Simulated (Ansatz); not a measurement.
# BH3O: the cost of one run

Program: Ansatz 0.2.0. Level of theory: RKS CAM-B3LYP-D4/def2-SVP. These are calculated values, not measurements.

## (1) The system as given

Bond lengths: B1–O2 1.410 Å, O2–H3 1.010 Å, B1–H4 1.190 Å, B1–H5 1.190 Å. Angles: B1–O2–H3 109.5°, O2–B1–H4 120.0°, O2–B1–H5 120.0°, H4–B1–H5 120.0°.

As a file:

```xyz
5

B     0.0000    0.0000    0.0000
O     0.0000    0.0000    1.4100
H    -0.9095   -0.2814    1.7471
H     1.0305    0.0000   -0.5950
H    -1.0305    0.0000   -0.5950
```

## (2) Relaxing the start

input.yaml

```yaml
crystal:
  periodic: [false, false, false]
  atoms:
    - { symbol: B, position_ang: [0.0, 0.0, 0.0] }
    - { symbol: O, position_ang: [0.0, 0.0, 1.41] }
    - { symbol: H, position_ang: [-0.9095, -0.2814, 1.7471] }
    - { symbol: H, position_ang: [1.0305, 0.0, -0.595] }
    - { symbol: H, position_ang: [-1.0305, 0.0, -0.595] }
basis:
  gaussian: { orbitals: def2-SVP }
hamiltonian:
  xc: cam_b3lyp
  dispersion: d4
relax:
  f_tol: 0.02
  max_steps: 40
```

The run is started by

```
$ ansatz run input.yaml --threads 1 --pin off --max-ram 2048MiB --backend cpu --events-out ev --progress --plain --runs-dir out
```

**Question.** How long does this run take on 1 thread of AMD EPYC 7R43 (Zen 3), shared host, and how much memory does it need?

About 4.2 s, with a peak of 0.12 GiB.
